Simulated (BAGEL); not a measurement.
**RI-MP2/6-31G(d) (density fitting with cc-pvqz-jkfit, spherical functions) run of CCl3F (trichlorofluoromethane)**

Aim: the energy change on altering one bond length of CCl3F (trichlorofluoromethane) at RI-MP2/6-31G* (density fitting with cc-pvqz-jkfit, spherical functions), from 2 runs. 

The results are computed with BAGEL 1.2.2.

1 further run of the same task is left out (set aside as unsound or not needed).

### Step 1. The system as given

CCl3F: 5 atoms, total charge 0, spin state singlet. SMILES: `FC(Cl)(Cl)Cl`. The shape is that of a PBE0-D4/def2-TZVP optimisation.

Bond lengths: F1–C2 1.333 Å, C2–Cl3 1.760 Å, C2–Cl4 1.760 Å, C2–Cl5 1.760 Å. Angles: F1–C2–Cl3 108.5°, F1–C2–Cl4 108.5°, F1–C2–Cl5 108.5°, Cl3–C2–Cl4 110.4°, Cl3–C2–Cl5 110.4°, Cl4–C2–Cl5 110.4°.

### Step 2. A single-point energy at RI-MP2/6-31G(d) (density fitting with cc-pvqz-jkfit, spherical functions)

job.json reads:

```json
{ "bagel": [

{
  "title": "molecule",
  "basis": "6-31gs.json",
  "df_basis": "cc-pvqz-jkfit",
  "angstrom": true,
  "geometry": [
    { "atom": "F", "xyz": [    0.911880,   -0.820730,    0.677360 ] },
    { "atom": "C", "xyz": [    0.044670,   -0.040210,    0.033190 ] },
    { "atom": "Cl", "xyz": [   -1.384510,    0.157610,    1.040990 ] },
    { "atom": "Cl", "xyz": [   -0.379970,   -0.814480,   -1.489160 ] },
    { "atom": "Cl", "xyz": [    0.807920,    1.517810,   -0.262390 ] }
  ]
},
{
  "title": "hf",
  "charge": 0
},
{
  "title": "mp2",
  "charge": 0,
  "ncore": 17
}

]}
```

The basis set 6-31G* is read from a file made from the Basis Set Exchange's data (not shown).

Started as:

```sh
$ BAGEL_NUM_THREADS=1 BAGEL job.json > job.out
```

Output:

```text
* using 1 threads per process

  ===============================================================
  ===============================================================

  *** Geometry ***

  { "atom" : "F", "xyz" : [      1.723203,     -1.550955,      1.280025 ] },
  { "atom" : "C", "xyz" : [      0.084414,     -0.075986,      0.062720 ] },
  { "atom" : "Cl", "xyz" : [     -2.616345,      0.297840,      1.967186 ] },
  { "atom" : "Cl", "xyz" : [     -0.718039,     -1.539144,     -2.814105 ] },
  { "atom" : "Cl", "xyz" : [      1.526748,      2.868245,     -0.495845 ] },

  Number of auxiliary basis functions:      656

  Since a DF basis is specified, we compute 2- and 3-index integrals:
    o Being stored without compression. Storage requirement is 0.035 GB

  Number of basis functions:       82
  Number of electrons      :       66

    * METHOD: MOLECULE                             0.39

  *** RHF ***

  === Nuclear Repulsion ===
   368.4609487492

      * DIIS with orbital gradients will be used.

  === RHF iteration (6-31gs.json) ===
      0      -1515.51041090          0.01956228           0.15
      1      -1515.60430896          0.01542310           0.14
      2      -1515.70289165          0.00127643           0.14
      3      -1515.70479867          0.00037030           0.14
      4      -1515.70491292          0.00009426           0.14
      5      -1515.70492532          0.00003064           0.14
      6      -1515.70492624          0.00000639           0.14
      7      -1515.70492629          0.00000077           0.14
      8      -1515.70492629          0.00000034           0.14
      9      -1515.70492629          0.00000017           0.14
     10      -1515.70492629          0.00000005           0.14
     11      -1515.70492629          0.00000002           0.14
     12      -1515.70492629          0.00000001           0.14
    * SCF iteration converged.

    * Permanent dipole moment:
           (    0.119779,    -0.107801,     0.088950) a.u.

    * METHOD: HF                                   2.05

  *** RHF ***

  === Nuclear Repulsion ===
   368.4609487492

      * DIIS with orbital gradients will be used.

  === RHF iteration (6-31gs.json) ===
      0      -1515.70492629          0.00000000           0.13
    * SCF iteration converged.

    * Permanent dipole moment:
           (    0.119779,    -0.107801,     0.088950) a.u.

  === DF-MP2 calculation ===

    * freezing 17 orbitals
    * 3-index integral transformation done
    * assembly done

      MP2 correlation energy:   -0.6896080239      0.06

      MP2 total energy:       -1516.3945343144

    * METHOD: MP2                                  0.33

  ===============================================================
```

It took 2.9 s on 1 thread of Arm Neoverse V2, shared host; peak memory 0.15 GiB.

### Step 3. The distorted shape, same level

mp2.json reads:

```json
{ "bagel": [

{
  "title": "molecule",
  "basis": "6-31gs.json",
  "df_basis": "cc-pvqz-jkfit",
  "angstrom": "true",
  "geometry": [
    { "atom": "F", "xyz": [       1.041987,      -0.937831,       0.774004 ] },
    { "atom": "C", "xyz": [       0.044670,      -0.040210,       0.033190 ] },
    { "atom": "Cl", "xyz": [      -1.384510,       0.157610,       1.040990 ] },
    { "atom": "Cl", "xyz": [      -0.379970,      -0.814480,      -1.489160 ] },
    { "atom": "Cl", "xyz": [       0.807920,       1.517810,      -0.262390 ] }
  ]
},

{
  "title": "hf"
},

{
  "title": "mp2",
  "ncore": 17
}

]}
```

The basis set 6-31G* is read from a file made from the Basis Set Exchange's data (not shown).

Started as:

```sh
$ BAGEL_NUM_THREADS=1 BAGEL mp2.json > mp2.out
```

Output:

```text
* using 1 threads per process

  ===============================================================
  ===============================================================

  *** Geometry ***

  { "atom" : "F", "xyz" : [      1.969070,     -1.772244,      1.462656 ] },
  { "atom" : "C", "xyz" : [      0.084414,     -0.075986,      0.062720 ] },
  { "atom" : "Cl", "xyz" : [     -2.616345,      0.297840,      1.967186 ] },
  { "atom" : "Cl", "xyz" : [     -0.718039,     -1.539144,     -2.814105 ] },
  { "atom" : "Cl", "xyz" : [      1.526748,      2.868245,     -0.495845 ] },

  Number of auxiliary basis functions:      656

  Since a DF basis is specified, we compute 2- and 3-index integrals:
    o Being stored without compression. Storage requirement is 0.035 GB

  Number of basis functions:       82
  Number of electrons      :       66

    * METHOD: MOLECULE                             0.39

  *** RHF ***

  === Nuclear Repulsion ===
   360.1502505020

      * DIIS with orbital gradients will be used.

  === RHF iteration (6-31gs.json) ===
      0      -1515.43855961          0.02104905           0.13
      1      -1515.52299985          0.01858018           0.13
      2      -1515.67553140          0.00140971           0.13
      3      -1515.67818606          0.00035104           0.12
      4      -1515.67832115          0.00012818           0.12
      5      -1515.67834117          0.00003644           0.13
      6      -1515.67834276          0.00000860           0.13
      7      -1515.67834287          0.00000281           0.13
      8      -1515.67834288          0.00000126           0.13
      9      -1515.67834288          0.00000068           0.12
     10      -1515.67834288          0.00000013           0.13
     11      -1515.67834288          0.00000006           0.13
     12      -1515.67834288          0.00000002           0.13
     13      -1515.67834288          0.00000000           0.14
    * SCF iteration converged.

    * Permanent dipole moment:
           (    0.365491,    -0.328952,     0.271470) a.u.

    * METHOD: HF                                   1.98

  *** RHF ***

  === Nuclear Repulsion ===
   360.1502505020

      * DIIS with orbital gradients will be used.

  === RHF iteration (6-31gs.json) ===
      0      -1515.67834288          0.00000000           0.13
    * SCF iteration converged.

    * Permanent dipole moment:
           (    0.365490,    -0.328952,     0.271470) a.u.

  === DF-MP2 calculation ===

    * freezing 17 orbitals
    * 3-index integral transformation done
    * assembly done

      MP2 correlation energy:   -0.7005678152      0.06

      MP2 total energy:       -1516.3789107002

    * METHOD: MP2                                  0.32

  ===============================================================
```

Run time: 2.9 s. Hardware: 1 thread of Arm Neoverse V2, shared host; peak memory 0.15 GiB.

### Step 4. Outcome

Level: RI-MP2/6-31G* (density fitting with cc-pvqz-jkfit, spherical functions), 17 core orbitals frozen.

| quantity | value |
| --- | --- |
| first shape: total energy | -1516.39453 Eh |
| first shape: correlation energy (17 core orbitals frozen) | -689.6 mEh |
| distorted shape: total energy | -1516.37891 Eh |
| distorted shape: correlation energy (17 core orbitals frozen) | -700.6 mEh |
| energy change with the F1–C2 bond stretched from 1.333 to 1.533 Å | 0.425 eV |

In words: With the F1–C2 bond stretched from 1.333 to 1.533 Å the energy rises by 0.43 eV (9.8 kcal/mol). The first shape isn't relaxed at this level, so the change isn't measured from a minimum.
